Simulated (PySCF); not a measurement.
**HBS: from structure and modes to constants**

Computed with PBE/[B def2-TZVP, S def2-TZVP, H def2-TZVP], no relativity, density fitting, PySCF.

The singlet minimum has C∞v symmetry. Masses (u): B 11.00930, S 31.97207, H 1.00782.

```xyz
3
charge 0 multiplicity 1, angstrom
B     1.1306    0.0000   -0.1651
S    -0.4617    0.0000    0.0674
H     2.2991    0.0000   -0.3357
```

Harmonic wavenumbers (cm⁻¹): 698.7 (π, ×2), 1166.6 (σ+, ×1), 2772.7 (σ+, ×1).

Question: Find the principal moments of inertia and the rotational constants. What kind of rotor is it?

Answer: About the centre of mass I = 26.776 u Å². With B = 16.8576/I this gives 0.6296 cm⁻¹. The molecule is linear.

Question: Find the vibrational entropy and heat capacity at 298.15 K.

Answer: With u = 1.43878 ω/T, each mode gives S = R[u/(eᵘ−1) − ln(1−e⁻ᵘ)] and C = R u² eᵘ/(eᵘ−1)².
```json
{"ω (cm⁻¹)": "698.7 (×2)", "u": "3.372", "S (J/(mol K))": "1.29", "C (J/(mol K))": "3.48"}
{"ω (cm⁻¹)": "1166.6", "u": "5.630", "S (J/(mol K))": "0.20", "C (J/(mol K))": "0.95"}
{"ω (cm⁻¹)": "2772.7", "u": "13.380", "S (J/(mol K))": "0.00", "C (J/(mol K))": "0.00"}
```
The sums over all modes are S = 2.8 and C = 7.9 J/(mol K); the softest mode gives 46 % of the entropy (each member, where degenerate).

Question: Give the standard entropy (298.15 K, 1 bar) by its translational, rotational, vibrational and spin parts, and Cp.

Answer: Sackur–Tetrode with M = 43.99 u gives 156.0; rotation with symmetry number 1 gives 56.5; vibration 2.8; spin R ln 1 = 0.0. The total is 215.3 J/(mol K), and Cp = 7/2 R + 7.9 = 37.0 J/(mol K).

Other isomers or separated fragments may lie lower.
